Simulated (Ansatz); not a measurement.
## Worked example: the interaction energy

The pair of NH3 (SMILES N, atoms 1–4) and CH2O (SMILES C=O, atoms 5–8), both closed shells, in one local arrangement (a lower one may exist), relaxed at PBE0-D4/def2-TZVP:

```xyz
8
angstrom
N 0.1499 -0.0286 -1.5321
H 0.2244 -0.8720 -2.0870
H -0.6377 -0.1502 -0.9027
H -0.0856 0.7236 -2.1674
C 0.0997 0.0843 1.6750
O -1.0340 -0.1455 1.3559
H 0.3889 0.1756 2.7410
H 0.8943 0.2127 0.9174
```

Both fragments are computed in the basis of the whole pair.

Ansatz 0.2.0; basis: def2-TZVPPD and def2-QZVPPD; cores frozen in the correlated methods.

Energies in eV:

| quantity | pair | first fragment | second fragment |
| --- | --- | --- | --- |
| Hartree–Fock, triple zeta (X = 3) | -4629.83428 | -1529.87698 | -3099.86778 |
| Hartree–Fock, quadruple zeta (X = 4) | -4630.03726 | -1529.94698 | -3100.00085 |
| MP2 correlation, X = 3 | -17.25994 | -6.44353 | -10.76055 |
| MP2 correlation, X = 4 | -18.42765 | -6.85605 | -11.50664 |
| CCSD(T) correlation, X = 3 | -18.54178 | -6.99193 | -11.49259 |

Q: Work out the interaction energy at the basis limit: extrapolate Hartree–Fock as E(X) = E∞ + A exp(−7.88 √X) and the MP2 correlation as E(X) = E∞ + B X^−2.97 (the exponents that Neese and Valeev fitted for def2-TZVPP and QZVPP, reused here for the diffuse sets), then add CCSD(T) − MP2 in triple zeta.

A: Each step is linear, so take the differences first (pair − first fragment − second fragment): Hartree–Fock -0.08952 (X = 3) and -0.08943 (X = 4); MP2 correlation -0.05586 and -0.06496; CCSD(T) correlation -0.05726.
Two points give E∞ = E(4) + w [E(4) − E(3)], with w = 1/(exp(7.88 (2 − √3)) − 1) = 0.1377 for Hartree–Fock and w = 1/((4/3)^2.97 − 1) = 0.7407 for the correlation.
Hartree–Fock: -0.08943 + 0.1377 × 0.00009 = -0.0894 eV.
MP2 correlation: -0.06496 + 0.7407 × (-0.00910) = -0.0717 eV.
CCSD(T) − MP2: -0.05726 − (-0.05586) = -0.0014 eV.
Sum: -0.0894 + (-0.0717) + (-0.0014) = -0.1625 eV, or -3.75 kcal/mol. Plain CCSD(T) in triple zeta gives -0.1468 eV, so the larger basis shifts the result by -0.0157 eV.

No T1 diagnostic of these runs exceeds 0.016.

For scale, one of the runs: CCSD(T)/def2-TZVPPD, 199 basis functions, launched by `ansatz run in.yaml --threads 2 --pin off --events-out ev --progress --plain --max-ram 5222MiB`. Hardware: 2 CPU threads of an Arm Neoverse V1, shared host. Wall time 50 s; peak host memory 2.5 GiB.
